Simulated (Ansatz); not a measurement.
`O/C=C\Cl` and `O/C=C\F` differ in one element.

Ansatz, PBE0-D4/def2-TZVP geometries, multiplicity 1. Each molecule was computed in one conformer, which needn't be the lowest.

| property | `O/C=C\Cl` |
| --- | --- |
| HOMO–LUMO gap (PBE/def2-TZVPP) / eV | 5.02 |
| HOMO energy (ωB97M-V/def2-TZVPP) / eV | -9.00 |
| LUMO energy (PBE0/def2-TZVPP) / eV | 0.43 |
| LUMO energy (B3LYP/def2-TZVPP) / eV | 0.18 |
| size of the dipole moment (B3LYP/def2-TZVPP) / D | 0.70 |
| HOMO energy (PBE/def2-TZVPP) / eV | -5.58 |

What does the change do to each property? (Best estimate.)

Ansatz gave: 
```
                                        property  `O/C=C\F`  shift
             HOMO–LUMO gap (PBE/def2-TZVPP) / eV       5.34   0.32
           HOMO energy (ωB97M-V/def2-TZVPP) / eV      -9.05  -0.05
              LUMO energy (PBE0/def2-TZVPP) / eV       0.90   0.47
             LUMO energy (B3LYP/def2-TZVPP) / eV       0.60   0.42
size of the dipole moment (B3LYP/def2-TZVPP) / D       0.73   0.03
               HOMO energy (PBE/def2-TZVPP) / eV      -5.46   0.12
```

Dipoles are sizes alone; their direction can turn.

B3LYP here is the variant with VWN-RPA as its local correlation; programs differ in this.
